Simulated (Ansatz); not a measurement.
AlCl2H (AlHCl₂). Charge 0, multiplicity 3. Geometry PBE0-D4/def2-TZVP, that of the neutral singlet; atoms count from 1.

```xyz
4

Al    0.124    0.012    0.068
Cl   -0.021    0.447   -1.964
Cl   -1.590   -0.609    1.076
H     1.487    0.149    0.820
```

At PBE0-D4/def2-TZVP a singlet of charge 0 lies 5.98 eV below the triplet at the same geometry.

(1) Estimate the Mulliken populations from the PBE0/def2-TZVP orbitals of Ansatz.

(2) Where does the spin sit?

(3) And the Mayer bond orders between heavy atoms (over 0.3)?

Results:

(1) 
```tsv
atom	charge (e)	spin (α − β)
Al1	0.05	1.07
Cl2	-0.11	0.25
Cl3	-0.11	0.25
H4	0.17	0.43
```
Mulliken values depend strongly on the basis.

(2) Summed by element: Al 1.07, Cl 0.51, H 0.43, of 2 unpaired in all. Largest on single atoms: Al1 1.07, H4 0.43, Cl3 0.25.

(3) Al1–Cl2 1.14 (2.08 Å); Al1–Cl3 1.14 (2.08 Å).
